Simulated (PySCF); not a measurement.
Electric field gradients and quadrupole coupling constants

Compound: C₄H₁₀FO (charge +1).
Z-matrix (Å and degrees, GFN2-xTB geometry), rows numbered from 1:
```
C 
O   1  1.4491
C   2  1.4449  1  110.81
C   2  1.4641  1  112.29  3   126.17
C   4  1.5245  2  110.78  1    73.09
F   5  1.3653  4  110.14  2   -80.27
H   1  1.0890  2  107.91  3    60.57
H   1  1.0918  2  111.25  3   -60.12
H   1  1.0888  2  109.25  3   178.77
H   3  1.0895  2  108.58  1  -174.52
H   3  1.0898  2  108.02  1   -56.80
H   3  1.0918  2  111.60  1    63.91
H   4  1.0909  2  107.06  1  -168.43
H   4  1.0957  2  110.02  1   -49.03
H   5  1.0951  4  111.74  2    39.14
H   5  1.0942  4  109.97  2   161.79
```

Field gradients from the PBE0/pcSseg-1 density (PySCF, non-relativistic), principal values in atomic units, ordered |Vxx| ≤ |Vyy| ≤ |Vzz|:

```tsv
atom	Vxx	Vyy	Vzz
O2	0.9855	1.0171	-2.0026
```

Q: Find the asymmetry η = (Vxx − Vyy)/Vzz and the couplings χ = eQV/h (234.96 MHz × Q in barn × V in au), with Q(17O) = −0.0256 b.

A: 
```
atom     environment  nucleus     η  χzz (MHz)  χxx (MHz)  χyy (MHz)
  O2  oxonium oxygen      17O  0.02      12.05      -5.93      -6.12
```

The gradient is axial or nearly so (η below 0.05) at O2. The tensor is traceless: Vxx + Vyy + Vzz = 0.

Q: What is Vzz at O2 in SI units (1 au = 9.71736 × 10²¹ V/m²)?

A: -2.0026 au = -19.460 × 10²¹ V/m².

Q: And the gradient at the other heavy atoms, for which no coupling is worked out here?

A: 
```tsv
atom	environment	Vzz (au)	η
C1	O-methyl carbon	0.701	0.09
C3	O-methyl carbon	0.675	0.04
C4	sp3 carbon bound to oxygen	0.670	0.07
C5	sp3 C–F carbon	0.499	0.47
F6	alkyl fluorine	3.154	0.04
```

Were the hydrogens deuterons (Q(2H) = 0.00286 b), χzz would run from 186 kHz (H14) to 196 kHz (H7 and H10).

Geometry: GFN2-xTB, one conformer, isolated ion. GFN2-xTB bond lengths can be off by several hundredths of an ångström, more for odd bonds, and the gradients follow them. The basis is small and wasn't made for field gradients, so the couplings can be 20 % off.
